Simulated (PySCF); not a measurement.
# Spin–spin coupling constants

Geometry:
```json
{"atom": "C1", "x (Å)": "2.014", "y (Å)": "0.327", "z (Å)": "-0.519"}
{"atom": "C2", "x (Å)": "0.841", "y (Å)": "0.364", "z (Å)": "-0.262"}
{"atom": "C3", "x (Å)": "-0.537", "y (Å)": "0.423", "z (Å)": "0.036"}
{"atom": "C4", "x (Å)": "-1.251", "y (Å)": "-0.634", "z (Å)": "0.403"}
{"atom": "H5", "x (Å)": "3.038", "y (Å)": "0.293", "z (Å)": "-0.745"}
{"atom": "H6", "x (Å)": "-0.988", "y (Å)": "1.404", "z (Å)": "-0.055"}
{"atom": "H7", "x (Å)": "-2.302", "y (Å)": "-0.557", "z (Å)": "0.622"}
{"atom": "H8", "x (Å)": "-0.806", "y (Å)": "-1.611", "z (Å)": "0.495"}
```

Indirect spin–spin couplings were computed at B3LYP/pcJ-1 (PySCF 2.14) on a GFN2-xTB structure, for the isolated molecule, without vibrational or relativistic corrections. Couplings are averaged over pairs made equivalent by symmetry, fast rotation or ring inversion, so a value needn't be that of the named pair in this geometry, while other rotamers aren't included; one pair stands for each set, and the list holds those of at least 0.8 Hz over up to four bonds.

Isotopes: 13C, 1H.

| pair | bonds | J (Hz) |
| --- | --- | --- |
| C1, C2 | 1 | 211.9 |
| C1, H5 | 1 | 266.2 |
| C2, C3 | 1 | 96.7 |
| C3, C4 | 1 | 83.7 |
| C3, H6 | 1 | ? |
| C4, H7 | 1 | 167.2 |
| C4, H8 | 1 | ? |
| C1, C3 | 2 | 12.6 |
| C2, C4 | 2 | -2.4 |
| C2, H5 | 2 | 52.3 |
| C3, H8 | 2 | -2.7 |
| C4, H6 | 2 | -2.7 |
| C1, C4 | 3 | 5.5 |
| C1, H6 | 3 | 5.0 |
| C2, H7 | 3 | ? |
| C2, H8 | 3 | 10.7 |
| C3, H5 | 3 | ? |
| H6, H7 | 3 | 13.1 |
| H6, H8 | 3 | ? |
| C1, H8 | 4 | ? |
| C4, H5 | 4 | ? |
| H5, H6 | 4 | -3.4 |

Task: Estimate the withheld couplings, with signs.

Result: 
- 1J(C3,H6) = 168.9 Hz (bond length 1.083 Å, sp2 carbon)
- 1J(C4,H8) = 168.2 Hz (bond length 1.077 Å, sp2 carbon)
- 3J(C2,H7) = 17.2 Hz (dihedral angle 180°)
- 3J(C3,H5) = 4.9 Hz
- 3J(H6,H8) = 19.4 Hz (dihedral angle 180°)
- 4J(C1,H8) = -1.3 Hz
- 4J(C4,H5) = -3.9 Hz
